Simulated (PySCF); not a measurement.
C2H6O, SMILES COC. The structure is a stationary point at B3LYP-D3(BJ)/def2-TZVP.

Computed equilibrium geometry at B3LYP-D3(BJ)/def2-TZVP (PySCF confirms it by a frequency run) as a Z-matrix, and its point group:
point group C2v.
```
O
C 1 1.4094
H 2 1.0890 1 107.46
H 2 1.0983 3 109.03 1 -120.94
H 2 1.0983 3 109.03 4 -118.13
C 1 1.4094 2 112.49 3 180.00
H 6 1.0890 1 107.46 2 180.00
H 6 1.0983 7 109.03 1 120.94
H 6 1.0983 7 109.03 8 118.13
```
